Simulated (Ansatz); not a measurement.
# Al₂H (doublet): wave-function methods side by side at distance Al1–H3 = 1.311 Å, cc-pVDZ

Aim: climb from Hartree-Fock through coupled cluster and multireference methods for Al₂H (doublet) at one geometry and basis, and see what each rung misses.

The runs use Ansatz 0.2.0, Gaussian basis; cc-pVDZ, core rule «outside noble gas», up to 10 orbitals frozen.

The runs, in order: UHF; CCSD(T) on ROHF; CCSD(T) on UHF; BCCD(T) on ROHF; CISD; CCSDT(Q) on ROHF; CCSDT(Q) on UHF; CASSCF and MRCISD+Q, 3 electrons in 3 orbitals; CASSCF and NEVPT2, 3 electrons in 3 orbitals; CASSCF and MRCISD+Q, 7 electrons in 9 orbitals; CASSCF and NEVPT2, 7 electrons in 9 orbitals.

15 further runs of the same task are left out: 13 that didn't finish, 2 set aside as unsound or not needed.

**1. What is computed**

The geometry derives from a PBE0/def2-TZVP stationary point (not a proven minimum). One bond is set to the value named and the two fragments are kept rigid.

3 atoms, charge 0, spin multiplicity 2.

Atoms are counted from 1 here; the program's logs count them from 0.

Bond lengths: Al1–Al2 2.677 Å, Al1–H3 1.311 Å. Angles: Al2–Al1–H3 180.0°.

As a file:

```
Al    0.0000    0.0000    0.4553
Al    0.0000    0.0000   -2.2216
H     0.0000    0.0000    1.7663
```

**2. UHF**

Contents of in.yaml:

```yaml
crystal:
  periodic: [false, false, false]
  atoms:
    - {symbol: Al, position_ang: [0.000000, 0.000000, 0.455313]}
    - {symbol: Al, position_ang: [0.000000, 0.000000, -2.221625]}
    - {symbol: H, position_ang: [0.000000, 0.000000, 1.766313]}
basis:
  gaussian: {orbitals: cc-pVDZ}
magnetization: {spin_polarized: true, initial_magnetization: 1}
hamiltonian: {xc: hf}
output: {orbitals: {seedname: orbitals}}
```

Started as:

```
> ansatz run in.yaml --threads 1 --pin off --events-out ev --progress --plain --max-ram 2393MiB
```

The runs that follow: CCSD(T) on ROHF; CCSD(T) on UHF; BCCD(T) on ROHF; CISD; CCSDT(Q) on ROHF; CCSDT(Q) on UHF; CASSCF and MRCISD+Q, 3 electrons in 3 orbitals; CASSCF and NEVPT2, 3 electrons in 3 orbitals; CASSCF and MRCISD+Q, 7 electrons in 9 orbitals; CASSCF and NEVPT2, 7 electrons in 9 orbitals.

Q: Predict the results of all the runs planned. Wanted: UCCSDT(Q) below the RHF energy; RMP2 from UCCSDT(Q); UMP2 from UCCSDT(Q); RCCSD from UCCSDT(Q); RCCSD(T) from UCCSDT(Q); UCCSD(T) from UCCSDT(Q); RCCSDT(Q) from UCCSDT(Q); NEVPT2 pair from UCCSDT(Q); NEVPT2 valence from UCCSDT(Q).

**Answer**, as computed:

```
                         quantity                                        value
   UCCSDT(Q) below the RHF energy                                   -3.6971 eV
              RMP2 from UCCSDT(Q)                                +102.6 kJ/mol
              UMP2 from UCCSDT(Q)                                +104.4 kJ/mol
             RCCSD from UCCSDT(Q)                                 +15.8 kJ/mol
          RCCSD(T) from UCCSDT(Q)                                  +4.5 kJ/mol
          UCCSD(T) from UCCSDT(Q)                                  +4.5 kJ/mol
         RCCSDT(Q) from UCCSDT(Q)                                   0.0 kJ/mol
       NEVPT2 pair from UCCSDT(Q)                                +100.4 kJ/mol
    NEVPT2 valence from UCCSDT(Q)                                 +58.8 kJ/mol
  MRCISD+Q valence from UCCSDT(Q)                                  -0.1 kJ/mol
levels within 1 kcal/mol (43 meV)  RCCSDT, UCCSDT, RCCSDT(Q), MRCISD+Q valence
                    T1 diagnostic                                        0.023
   effectively unpaired electrons                                         1.11
```

What this shows: RCCSD(T) lands +4.5 kJ/mol from the yardstick (1.2 % of the correlation energy). One determinant dominates. Of the multireference levels listed MRCISD+Q valence comes nearest in total energy (-0.1 kJ/mol), which doesn't show that its space is the better one. Coupled cluster took another determinant than the lowest Hartree-Fock one. These misses are within one basis, not against nature; the frozen cores of restricted and unrestricted runs differ, which can shift their rows.
